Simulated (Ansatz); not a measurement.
bcc Ta, treated with LDA+SOC (Ansatz, a first-principles code, plane waves, PAW).

Numerical settings: plane-wave cutoff 520 eV, 28×28×28 k mesh, Fermi–Dirac smearing 0.06 eV (set by the program), PAW data made under PBE.

Cell (relaxed at this level):

Ta is modelled in the cubic space group Im-3m (No. 229), the bcc (W type) structure, Pearson symbol cI2. Conventional cell: a = 3.2527 Å, b = 3.2527 Å, c = 3.2527 Å, α = 90.00°, β = 90.00°, γ = 90.00°. Ta on 2a has 8 Ta at 2.817 Å and 6 Ta at 3.253 Å. (Neighbours: up to the widest gap in distance over summed covalent radii, below 1.35, at either atom.)
(The calculation used a cell of 1 atom; values per cell refer to that cell.)

**Question.** What does this level give for the Young modulus, Voigt–Reuss–Hill shear modulus (Hill average), elastic constant C44, elastic constant C11 and elastic constant C12?

**Answer.** 
* **Young modulus**: 188 GPa
* **Voigt–Reuss–Hill shear modulus (Hill average)**: 69.2 GPa
* **elastic constant C44**: 75.9 GPa
* **elastic constant C11**: 297 GPa
* **elastic constant C12**: 177 GPa

Measured, for comparison: elastic constant C44 87.4 GPa, elastic constant C11 266 GPa, elastic constant C12 158 GPa (0 K, extrapolated to 0 K; zero-point effects included; as tabulated in Wang et al. (2022), arXiv:2209.12322). Computed (rounded) less measured: elastic constant C44 -13 %, elastic constant C11 +12 %, elastic constant C12 +12 %.

Note: shear constants of such metals converge slowly with the k mesh.

Elastic constants are with the ions relaxed.

Static lattice: no zero-point or thermal effects.

Cost on a shared machine: around 17 core-minutes (rough).
